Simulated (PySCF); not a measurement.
**H4OPSi+, an adduct: interaction energy**

The task here is to estimate one member of a computed series from the others.

Computed with PySCF 2.14.0; each step states its level. No surroundings beyond the atoms listed, unless a continuum is named. Atoms count from 0, parts from 1.

### Starting point

7 atoms, charge 1, multiplicity 1; geometry: GFN2-xTB. Parts: 1 = atoms 0–3, `[SiH3+]`, charge 1; 2 = atoms 4–6, `O=P`, charge 0. In the given geometry Si0 and O4 of different parts are bonded (1.75 Å), so values for the parts refer to these atom groups.

Set-up of the first run:

The job: settings as JSON, then the geometry in Å.

```
{"job": {"xc": "PBE0", "basis": "def2-SVPD", "d3": "d3bj", "grid": 2, "kind": "geom"}, "charge": 1, "multiplicity": 1, "parts": [{"atoms": "0-3", "charge": 1, "multiplicity": 1}, {"atoms": "4-6", "charge": 0, "multiplicity": 1}]}
Si     0.084508    -0.014865     0.343729
H     -0.332516     1.373586     0.461647
H     -0.923309    -1.058474     0.241498
H      1.359494    -0.267239    -0.316588
O      0.446693    -0.256196     2.034741
P      1.151972    -0.544553     3.345205
H      2.479341    -0.799646     2.850845
```

Command:

```console
> OMP_NUM_THREADS=1 python cluster_run.py task.json out
```

One launch serves the whole session: the jobs run in the order shown.

Steps of the session up to this table: Geometry optimisation at PBE0-D3(BJ)/def2-SVPD; Coupled-cluster interaction energy: CCSD(T) and MP2.

One of the session's tables, all rows but one given; the rest of the session is left out.

It belongs to the step «Coupled-cluster interaction energy: CCSD(T) and MP2». 

| method | interaction energy (kcal/mol) |
| --- | --- |
| HF/aug-cc-pVDZ | -76.32 |
| MP2/aug-cc-pVDZ | -67.84 |
| CCSD/aug-cc-pVDZ | -70.08 |
| CCSD(T)/aug-cc-pVDZ | -68.79 |
| HF/aug-cc-pVTZ | -82.17 |
| MP2/aug-cc-pVTZ | ? |
| SCS-MP2/aug-cc-pVTZ | -74.01 |
| MP2, extrapolated | -75.19 |
| CCSD(T), limit estimate | -76.14 |

Estimate the missing values for MP2/aug-cc-pVTZ.

**Answer.** interaction energy (kcal/mol): -74.74. In the column «interaction energy (kcal/mol)» it lies between MP2, extrapolated (-75.19) and SCS-MP2/aug-cc-pVTZ (-74.01).

At this geometry Si0 and O4 of different parts are bonded (1.80 Å), so this energy is that of a chemical bond rather than of a weak contact.

To keep in mind: The interaction energy leaves out the deformation of the parts, 9.35 kcal/mol at MP2. So large a deformation means that a part is far from its own minimum, so a sum across the two methods would be rough.
